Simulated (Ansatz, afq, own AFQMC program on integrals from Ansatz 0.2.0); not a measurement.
MoNH3, septet in def2-SVP, levels against CCSDT(Q)

```yaml
atoms:
  - { symbol: Mo, position_ang: [-0.4030, 0.0012, -0.0003] }
  - { symbol: N, position_ang: [2.2039, -0.0068, 0.0015] }
  - { symbol: H, position_ang: [2.5743, -0.9511, 0.0067] }
  - { symbol: H, position_ang: [2.5781, 0.4679, 0.8161] }
  - { symbol: H, position_ang: [2.5792, 0.4594, -0.8175] }
```

Connectivity, by distances: Mo–NH3.

Basis def2-SVP with its core potentials. Noble-gas cores (and the filled d shells of Ga–Kr and In–Xe) are frozen. Integrals, coupled cluster, full CI and functionals: Ansatz 0.2.0; the random walks run on the same integrals in our own AFQMC program. The CISD trial takes its coefficients from CCSD amplitudes. Released means that phaseless walkers are propagated on without the constraint, phases kept. Error bars are statistical, one sigma. No spin–orbit coupling. The metal's outer-core s and p shells are frozen, which shifts wave-function levels against functionals.

Determinant: UHF, the one that the program's search chose, which needn't be the lowest solution. The geometry is a PBE0/def2-TZVP stationary point of this or a neighbouring charge and spin state.

No full CI on the walks' own integrals is used here; CCSDT(Q) serves as the reference and is uncertain by about the last step of the cluster series.

Cautions: no spin-orbit coupling; outer-core shells of the metal frozen; higher spins were not checked.

* T1 diagnostic: 0.0110
* weight of the determinant in the CISD state: 0.905
* ⟨S²⟩ of the determinant: 12.003
* size of the correlated space: 14 electrons in 55 orbitals

```json
{"level": "MP2", "correlation energy (eV)": "-6.7166"}
{"level": "CCSD", "correlation energy (eV)": "-7.3248"}
{"level": "CCSD(T)", "correlation energy (eV)": "-7.4779"}
```

Problem. Estimate where AFQMC with the constraint released lies against CCSD(T) on the same integrals.

Solution. 0.59 ± 0.08 kcal/mol below CCSD(T).

Reference: CCSDT(Q), correlation energy -7.501 eV. The released energy is read at 2.60 1/Eh (meV from the phaseless value at times in 1/Eh: -8 ± 3 at 0.24, -12.6 ± 2.5 at 0.60, -10.6 ± 2.4 at 1.20, -15.8 ± 2.3 at 1.80, -15 ± 4 at 2.60).

| level | E − E(reference) (kcal/mol) | share of correlation (%) |
| --- | --- | --- |
| CCSD(T) | 0.54 | 99.69 |
| CCSDT | 0.23 | 99.87 |
| ph-AFQMC/HF | 0.55 ± 0.60 | 99.68 |
| ph-AFQMC/CISD | 0.31 ± 0.07 | 99.82 |
| released AFQMC | -0.05 ± 0.08 | 100.03 |

A walk keeps the symmetry of its determinant, which the program's search chose and which needn't be the lowest solution, so a lower state of the same spin and another symmetry isn't excluded. Released energies are given only where the last usable release times agree within the noise; a slower fall can still hide under it.
